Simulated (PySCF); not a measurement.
Sulfuryl fluoride, F2O2S.
SMILES with atom numbers: `[O:1]=[S:2](=[O:3])([F:4])[F:5]`

Level: wB97X-D/def2-SVPD in PySCF, non-relativistic, on one gas-phase PBE0-D3(BJ)/def2-SVP geometry that isn't relaxed in the solvent. The solvent is an IEF-PCM continuum (van der Waals radii × 1.2), and excitations are vertical TDDFT with non-equilibrium linear response and a frozen core. Only the electrostatic response of the medium enters.

Gas-phase singlets (H = HOMO, L = LUMO):

```csv
state,E (eV),λ (nm),f,leading configurations
S1,8.074,154,0.002,H→L 91%
S2,8.417,147,0.000,H-1→L 89%
S3,8.600,144,0.000,H→L+1 93%
S4,9.501,130,0.010,"H-1→L+1 62%, H→L+2 19%, H→L+6 12%"
S5,9.630,129,0.038,H-2→L 85%
```

Task: What are the lowest 5 singlets in chloroform (ε = 4.711)?

Result: 
```tsv
state	E (eV)	λ (nm)	f	leading configurations	change by rank (eV)
S1	8.124	153	0.003	H→L 91%	+0.050
S2	8.457	147	0.000	H-1→L 89%	+0.040
S3	8.649	143	0.000	H→L+1 94%	+0.049
S4	9.537	130	0.016	H-1→L+1 64%, H→L+2 16%, H→L+6 12%	+0.036
S5	9.623	129	0.047	H-2→L 85%	-0.007
```

Task: What are the lowest 5 singlets in dichloromethane (ε = 8.93)?

Result: 
```
state  E (eV)  λ (nm)      f             leading configurations  change by rank (eV)
   S1   8.133     152  0.003                            H→L 90%               +0.059
   S2   8.465     146  0.000                          H-1→L 89%               +0.048
   S3   8.659     143  0.000                          H→L+1 94%               +0.059
   S4   9.544     130  0.016  H-1→L+1 64%, H→L+2 16%, H→L+6 12%               +0.043
   S5   9.623     129  0.046                          H-2→L 85%               -0.007
```

Task: The ground-state energy changes by -0.079 eV from gas to dichloromethane. By how much does the total energy of gas-phase S2 change?

Result: E(S2) = E(S0) + excitation energy, so it changes by -0.079 + 0.048 = -0.031 eV: it is lowered less than the ground state, which is what a blue shift means. This is the vertical state, with the slow part of the continuum still set for S0.

Task: How do the frontier levels move from gas to dichloromethane?

Result: 
```json
{"orbital": "LUMO+2", "gas (eV)": "2.37", "solvent (eV)": "2.47", "change (eV)": "+0.10", "Löwdin shares, gas": "S2 59 %, O1 11 %, O3 11 %, F5 9 %", "Löwdin shares, solvent": "S2 60 %, O1 11 %, O3 11 %, F5 9 %"}
{"orbital": "LUMO+1", "gas (eV)": "1.77", "solvent (eV)": "1.93", "change (eV)": "+0.16", "Löwdin shares, gas": "S2 38 %, O1 20 %, O3 20 %, F4 11 %", "Löwdin shares, solvent": "S2 38 %, O3 20 %, O1 20 %, F4 11 %"}
{"orbital": "LUMO", "gas (eV)": "0.69", "solvent (eV)": "0.84", "change (eV)": "+0.15", "Löwdin shares, gas": "S2 43 %, F5 15 %, F4 15 %, O3 14 %", "Löwdin shares, solvent": "S2 44 %, F5 15 %, F4 14 %, O3 14 %"}
{"orbital": "HOMO", "gas (eV)": "-12.81", "solvent (eV)": "-12.71", "change (eV)": "+0.10", "Löwdin shares, gas": "O3 43 %, O1 43 %, S2 5 %, F4 4 %", "Löwdin shares, solvent": "O1 43 %, O3 43 %, S2 5 %, F4 5 %"}
{"orbital": "HOMO-1", "gas (eV)": "-13.21", "solvent (eV)": "-13.09", "change (eV)": "+0.12", "Löwdin shares, gas": "O3 40 %, O1 40 %, S2 8 %, F4 6 %", "Löwdin shares, solvent": "O1 40 %, O3 40 %, S2 8 %, F4 6 %"}
{"orbital": "HOMO-2", "gas (eV)": "-14.30", "solvent (eV)": "-14.15", "change (eV)": "+0.15", "Löwdin shares, gas": "O1 29 %, O3 29 %, F4 16 %, F5 16 %", "Löwdin shares, solvent": "O3 29 %, O1 29 %, F4 16 %, F5 16 %"}
{"orbital": "HOMO-3", "gas (eV)": "-14.57", "solvent (eV)": "-14.46", "change (eV)": "+0.11", "Löwdin shares, gas": "O1 36 %, O3 36 %, S2 15 %, F5 6 %", "Löwdin shares, solvent": "O3 36 %, O1 36 %, S2 15 %, F5 6 %"}
```

The HOMO–LUMO gap goes from 13.51 to 13.55 eV.

Hardware: one thread of an Arm Neoverse V2, no GPU (shared host). Cost: 5.5 s wall, 0.53 GiB resident at most. This is the whole response run at wB97X-D/def2-SVPD in dichloromethane, SCF included.

The pairwise dispersion term of wB97X-D wasn't added to the energies; at a given geometry it leaves orbitals and properties as they are.
